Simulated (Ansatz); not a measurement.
Program: Ansatz. Geometries: PBE0-D4/def2-TZVP. ΔE: electronic, gas phase. CCSD(T)/CBS is the MP2 limit (def2-TZVPP, def2-QZVPP) plus CCSD(T) − MP2 in def2-TZVPP, frozen cores. DFT in def2-TZVPP. HSE06 is defined as in plane-wave codes.

`C1CNC1` → `C/C=N/C`  (isomerisation)

(1) Is it downhill or uphill in electronic energy at CCSD(T)/CBS, and by how much? (Estimate.)

(2) What do these levels give: HSE06-D4, PBE0, BHLYP, CAM-B3LYP, CCSD(T)/def2-SVP, SCS-MP2/def2-QZVPP? (Estimate.)

Largest T1 diagnostic among the species: 0.011.

Results:

(1) Ansatz gave: Downhill: ΔE = -56.9 kJ/mol.

(2) The calculation gave: HSE06-D4 -47.8, PBE0 -48.7, BHLYP -64.8, CAM-B3LYP -63.7, CCSD(T)/def2-SVP -64.1, SCS-MP2/def2-QZVPP -56.6 kJ/mol.

At CCSD(T), def2-SVP lies −7.2 kJ/mol from the extrapolated value and def2-TZVPP −1.4 kJ/mol. Leaving LDA and LC-ωPBE aside and taking each functional with its dispersion term where it has one, the values, not all of them listed here, spread over 38.4 kJ/mol, from BLYP-D4 to PBE-QIDH. LDA lies +19.4 kJ/mol from PBE without D4.
